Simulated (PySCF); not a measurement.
Some computed properties have been withheld. Give your best values.

Species: CH3CH2CF2CH3, C4H8F2.
SMILES: `C(CC)(F)(C)F`

Conformer (atom-mapped SMILES and torsion angles): `[CH3:1][CH2:2][C:3]([CH3:4])([F:5])[F:6]`: C1–C2–C3–C4 58°.

```csv
property,level,value
point group of the GFN2-xTB geometry,GFN2-xTB,C1
"rotational constants A, B, C of the GFN2-xTB geometry",GFN2-xTB,?
dipole moment,PBE0/def2-SVPD,?
HOMO energy,PBE0/def2-SVPD,?
LUMO energy,PBE0/def2-SVPD,0.63 eV
lowest singlet excitation,TDDFT PBE0/def2-SVPD,?
strongest line among the 8 lowest singlet transitions,TDDFT PBE0/def2-SVPD,"S8 at 10.34 eV (120 nm, f = 0.068)"
lowest triplet excitation (Tamm–Dancoff),TDA PBE0/def2-SVPD,?
static isotropic polarisability,PBE0/def2-SVPD,?
electronic spatial extent ⟨r²⟩ about the centre of nuclear charge,PBE0/def2-SVPD,587 bohr²
```

Gas-phase values; electronic properties from PySCF, density fitting. Geometry: GFN2-xTB, one conformer, isolated molecule.

Q: The rotational constants A, B, C of the GFN2-xTB geometry?

A: 4.782, 2.682, 2.603 GHz.

Q: What is the static isotropic polarisability?

A: 51.5 au.

Q: Give the lowest singlet excitation.

A: 8.77 eV (141 nm, f = 0.011).

Q: What is the lowest triplet excitation (Tamm–Dancoff)?

A: 8.63 eV.

Q: Give the HOMO energy.

A: -9.28 eV.

Q: Give the dipole moment.

A: 2.52 D.

The rotational constants make it an asymmetric top with κ = (2B − A − C)/(A − C) = -0.93, nearer the prolate limit (−1). The principal polarisabilities are 48.0, 50.9 and 55.5 au; their mean is the isotropic value. No computed singlet falls in the visible range (750 to 380 nm, 1.65 to 3.26 eV); S1 lies 5.51 eV above its blue end. The polarisability is 7.63 Å³ as a volume (1 au = 0.148185 Å³), or 1.03 au for each of the 50 electrons.

For the TDDFT job (PBE0/def2-SVPD), time: 29 s of wall time. Hardware: an Arm Neoverse V1 with one thread, on a shared host.
